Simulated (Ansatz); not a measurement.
How methods differ on NO+ (nitrosonium)

NO+ has 2 atoms, charge +1, and is taken as a singlet. As SMILES, `N#[O+]`. Geometry: the measured bond length. The run starts from this shape.

```xyz
2

N     0.0000    0.0000    0.0000
O     0.0000    0.0000    1.0632
```

Quantity: the adiabatic ionisation energy (to the doublet dication, no zero-point term), in eV. The values are calculated.

| level | kind | program | value (eV) | CPU time (all runs) |
| --- | --- | --- | --- | --- |
| SVWN5/def2-TZVP | LDA | Ansatz | 29.31 | 3 s |
| PBE-D3(BJ)/def2-TZVP | GGA | Ansatz | 29.07 | 4 s |
| r2SCAN/def2-TZVP | meta-GGA | Ansatz | 29.24 | 9.3 s |
| B3LYP-D4/def2-TZVP | global hybrid | Ansatz | 29.55 | 5.6 s |
| wB97X-V/def2-TZVP | range-separated hybrid | Ansatz | 29.56 | 18 s |
| CCSD(T)/def2-TZVP | coupled cluster or CI | Ansatz | 29.17 | 1.8 min |

The values span 29.07 to 29.56 eV. Spin contamination of the reference (⟨S²⟩ at least 0.1 too high) touches CCSD(T)/def2-TZVP. The coupled-cluster rows rest on a doubtful reference here (large T1 or Brueckner and Hartree–Fock orbitals at odds), and rows may lie in different states. CPU times are rough (shared hosts, several kinds of processor): they show what a rung costs within a factor of a few.
